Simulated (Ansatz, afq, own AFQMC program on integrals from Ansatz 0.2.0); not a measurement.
BC, doublet: AFQMC among the cluster methods

```xyz
2

B     0.0000    0.0000    0.0000
C     0.0000    0.0000    3.9860
```

Basis 6-31G. Only valence electrons are correlated. AFQMC by an in-house program on the Cholesky factors that Ansatz 0.2.0 writes for its CCSD(T) run. The CISD trial takes its coefficients from CCSD amplitudes. Released means that phaseless walkers are propagated on without the constraint, phases kept. ± is one standard error of the sampling.

Determinant: ROHF, the one that the program's search chose, which needn't be the lowest solution. The geometry is a point of a scan.

Full CI is exact in this basis; its frozen core comes from its own orbitals, which moves totals by up to a few meV.

Cautions: a spin-contaminated unrestricted determinant lies lower (UHF 4.28 eV lower, ⟨S²⟩ 1.75); the search met a lower determinant of the same kind, perhaps of another symmetry (1.85 eV lower); strong correlation (T1 0.322, weight of the determinant 0.31, largest double 0.15); CCSD(T) is in doubt: among natural orbitals it converges to other amplitudes; the CCSDT(Q) amplitudes may be one of several solutions (largest double 0.76); the released energies are still falling, so no released level is given (meV from the phaseless value at times in 1/Eh: -7 ± 11 at 0.24, -32 ± 9 at 0.51, -56 ± 11 at 0.99, -69 ± 11 at 1.62, -85 ± 14 at 2.40); CCSDT(Q) on the UHF determinant differs (27 meV lower), perhaps since the unrestricted series falls towards higher spin; a state of other symmetry lies lower (by 11 meV); full CI with its own frozen core; a state of higher spin lies lower (by 36 meV).

The T1 diagnostic is 0.3221, the weight of the determinant in the CISD state is 0.307 and the size of the correlated space is 7 electrons in 16 orbitals.

```tsv
level	correlation energy (eV)
MP2	-3.9585
CCSD	-6.3898
CCSD(T)	-6.4429
```

**Question.** Estimate where phaseless AFQMC with the Hartree–Fock trial lies against CCSD(T) on the same integrals.

**Answer.** 48.60 ± 0.98 kcal/mol above CCSD(T).

Reference: full CI, correlation energy -6.452 eV. The cautions show a poor starting determinant, so the rows tell how each method copes with it here, and full CI is the sure value.

```csv
level,E − E(reference) (kcal/mol),share of correlation (%)
CCSD(T),0.21,99.86
CCSDT,0.06,99.96
CCSDT(Q),0.09,99.94
ph-AFQMC/HF,48.82 ± 0.98,67.19
ph-AFQMC/CISD,3.79 ± 0.19,97.45
```

CCSDT and higher add their correlation energy to the determinant of the CCSD(T) run, since their own runs factorise the integrals more tightly (a shift of under 2 meV). A walk keeps the symmetry of its determinant, which the program's search chose and which needn't be the lowest solution, so a lower state of the same spin and another symmetry isn't excluded.
